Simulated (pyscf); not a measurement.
Optimised with ωB97X-D3(BJ)/def2-SVP in PySCF. Correlated levels are frozen-core, on RHF or UHF. ΔMP2 is the change of the MP2 total energy from the triple- to the quadruple-zeta basis.

SMILES: C#CC=C
```xyz
8

C     -0.7515    -0.4712     0.7476
C     -0.9885    -0.5361    -0.4381
C     -1.2904    -0.6124    -1.8435
C     -0.3598    -0.6921    -2.8024
H     -0.5369    -0.4137     1.8004
H     -2.3539    -0.6028    -2.1101
H      0.7072    -0.7033    -2.5613
H     -0.6457    -0.7480    -3.8565
```

How much does it cost (ΔH, 298 K, CCSD(T)/def2-TZVPP + ΔMP2(QZVPP)) to split `[CH]#[C][CH]=[CH2]` at its C–H bond into •HC=CH–C≡CH + H•?

C–H to •HC=CH–C≡CH + H•: 4.95 eV. The radicals are drawn with the spin at the cut bond; how far it spreads was not checked. •HC=CH–C≡CH lies 0.54 eV over its isomer •HC=C=C=CH₂, and others may lie lower still (electronic energy, ωB97M-D3(BJ)). The CCSD(T) − MP2 part came from Ansatz, without density fitting, on the same reference. An open-shell T1 diagnostic exceeds 0.045. A UHF reference is spin-contaminated (<S²> up to 1.20), which harms MP2 most.
